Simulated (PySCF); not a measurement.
Choosing a molecule for a target property.

All species are isolated and taken at one optimised geometry, non-relativistic unless stated. Electronic properties by PySCF.

Dipoles, sizes and rotational constants follow the conformer. The torsions of the flexible species, by atom-mapped SMILES:
- `[OH:1][CH:2]1[CH2:3][CH2:4]1`: H–O1–C2–C3 -36°
- `[CH3:1][CH2:2][c:3]1[cH:4][cH:5][cH:6][cH:7][cH:8]1`: C1–C2–C3–C4 -89°
- `[CH3:1][CH2:2][CH2:3][Cl:4]`: C1–C2–C3–Cl4 180°
- `[CH2:1]=[C:2]=[CH:3][O:4][CH3:5]`: C2–C3–O4–C5 178°

Question: Wanted: smallest rotational constant above 4 GHz (GFN2-xTB) and dipole moment above 0.2 D (PBE0/pcSseg-1), at GFN2-xTB geometries. Which candidate meets both?
A. `CCc1ccccc1` (C8H10)
B. `C1C(C1)O` (C3H6O)
C. `CCCCl` (C3H7Cl)
D. `N#N` (N2)

Answer: B. Computed values:
```csv
species,smallest rotational constant,dipole moment
CCc1ccccc1 (C8H10),1.243 GHz,0.40 D
CCCCl (C3H7Cl),2.296 GHz,2.26 D
C1C(C1)O (C3H6O),5.960 GHz,1.53 D
N#N (N2),59.844 GHz,0.00 D
```

Question: Wanted: HOMO–LUMO gap between 7 eV and 9 eV (PBE0/pcSseg-1) and HOMO energy above -10 eV (PBE0/pcSseg-1), at GFN2-xTB geometries. Which candidate meets both?
A. `CCCCl` (C3H7Cl)
B. `OC1CC1` (C3H6O)
C. `C=C=COC` (C4H6O)
D. `N#N` (N2)

Answer: B. Computed values:
| species | HOMO–LUMO gap | HOMO energy |
| --- | --- | --- |
| C=C=COC (C4H6O) | 6.39 eV | -6.40 eV |
| OC1CC1 (C3H6O) | 8.42 eV | -7.02 eV |
| CCCCl (C3H7Cl) | 9.17 eV | -8.31 eV |
| N#N (N2) | 11.64 eV | -12.06 eV |
